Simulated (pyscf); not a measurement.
# Addition across a multiple bond or ene-type step: O=Ta(F)(F)–F + water (H₂O) → HO–Ta(OH)(F)(F)–F

Gas phase, singlet surface, charge 0. Bonds broken: O6–H7. Bonds formed: O1–H7, Ta2–O6. Structures and frequencies: ωB97X-D3(BJ)/def2-SVP in PySCF.

Transition state (Å):

```xyz
8

O     -1.6883    -0.3773     0.4653
Ta    -0.1318    -0.0170    -0.3722
F      0.4906     1.7318    -0.1416
F     -0.7483     0.1414    -2.1319
F      1.0557    -1.4219    -0.7768
O      0.2545    -0.5151     1.6508
H     -0.9723    -0.6287     1.4221
H      0.8302    -1.1733     2.0539
```

One imaginary mode, 1573i cm⁻¹; descent along it reached the two sides named, in the forms told below.

```tsv
bond	change	reactant side (Å)	saddle	product side
O6–H7	breaks	0.967	1.253	3.0
O1–H7	forms	3.3	1.221	0.963
Ta2–O6	forms	2.273	2.119	1.889
```

Electronic energies relative to the separated reactants (kcal/mol):

| level | barrier | reaction energy | reverse barrier |
|---|---|---|---|
| ωB97X-D3(BJ)/def2-TZVP | -1.1 | -29.9 | 28.9 |
| PBE/def2-TZVP | -0.1 | -23.8 | 23.7 |
| r²SCAN/def2-TZVP | -2.8 | -29.4 | 26.7 |
| B3LYP-D3(BJ)/def2-TZVP | 0.8 | -27.7 | 28.5 |
| PBE0-D3(BJ)/def2-TZVP | -1.0 | -28.0 | 27.0 |
| M06-2X/def2-TZVP | -2.4 | -31.3 | 28.9 |
| ωB97M-D3(BJ)/def2-TZVP | 0.9 | -27.9 | 28.8 |

With ωB97M-D3(BJ)/def2-TZVP energies and thermal terms (ideal gas, 1 atm, RRHO with modes under 100 cm⁻¹ raised to 100, one conformer, R ln 2 for chiral ones without a mode under 150 cm⁻¹), in kcal/mol:

```csv
T (K),ΔH‡,ΔG‡,ΔH,ΔG
298,-1.0,9.6,-27.2,-17.4
600,-0.8,20.3,-26.1,-7.9
900,0.0,30.6,-24.7,+0.9
1200,0.8,40.7,-23.4,+9.2
```

On the reactant side the descent ends in an adduct with a O–Ta contact, 23.0 kcal/mol under the separated species and 22.0 kcal/mol under the saddle at ωB97X-D3(BJ)/def2-TZVP. On the product side the descent ends in a point that may be a rotor saddle (no frequency run), 1.2 kcal/mol over the lowest minimum found and 27.7 kcal/mol under the saddle at ωB97X-D3(BJ)/def2-TZVP. At ωB97X-D3(BJ)/def2-TZVP, PBE, r²SCAN, PBE0-D3(BJ), M06-2X the saddle lies under the separated reactants, which points to a path from their complex (located at ωB97X-D3(BJ) alone). What is counted as formed (O–Ta) is already present as a longer contact in the reactant adduct; forming that adduct is a step of its own. At the saddle there is also a short H–Ta contact that neither side keeps. This is the saddle that the search found; another between the same sides may lie lower. Elements past Kr carry the def2 core potentials, without spin-orbit coupling.
